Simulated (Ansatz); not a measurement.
# NaNH (doublet): the correlation ladder, def2-QZVPP

An exercise on one series of results from a longer session: the logs are not shown, and one member is left open.

Computed with Ansatz 0.2.0, Gaussian basis. Level: def2-QZVPP, core rule «outside noble gas», up to 6 orbitals frozen.

The runs, in order: UHF; ROHF; CCSD(T) on UHF.

2 further runs of the same task are left out: 2 set aside as unsound or not needed.

## What is computed

The geometry is a PBE0/def2-TZVP stationary point (not a proven minimum).

3 atoms, charge 0, spin multiplicity 2.

Atoms are counted from 1 here; the program's logs count them from 0.

Bond lengths: N1–Na2 2.145 Å, N1–H3 1.027 Å. Angles: Na2–N1–H3 123.3°.

Set-up of the first run:

in.yaml reads:

```yaml
crystal:
  periodic: [false, false, false]
  atoms:
    - {symbol: N, position_ang: [0.000000, -0.109776, 1.277807]}
    - {symbol: Na, position_ang: [0.000000, 0.035821, -0.861777]}
    - {symbol: H, position_ang: [0.000000, 0.708461, 1.899118]}
basis:
  gaussian: {orbitals: "def2-QZVPP.json"}
magnetization: {spin_polarized: true, initial_magnetization: 1}
hamiltonian: {xc: hf}
output: {orbitals: {seedname: orbitals}}
```

Started as:

```bash
$ ansatz run in.yaml --threads 1 --pin off --events-out ev --progress --plain --max-ram 2393MiB
```

Among the steps run: UHF; ROHF; CCSD(T) on UHF.

One table of the session follows, with a row left open; its other results are not shown here.

```
  method  from UCCSD(T) (meV)
    ROHF                    ?
     UHF              +6198.0
    UMP2               +538.0
   UCCSD               +237.9
UCCSD(T)                    0
```

Q: Estimate the row for ROHF from the others.

As computed: from UCCSD(T) (meV): +6333.9. In the column «from UCCSD(T) (meV)» it is the highest.
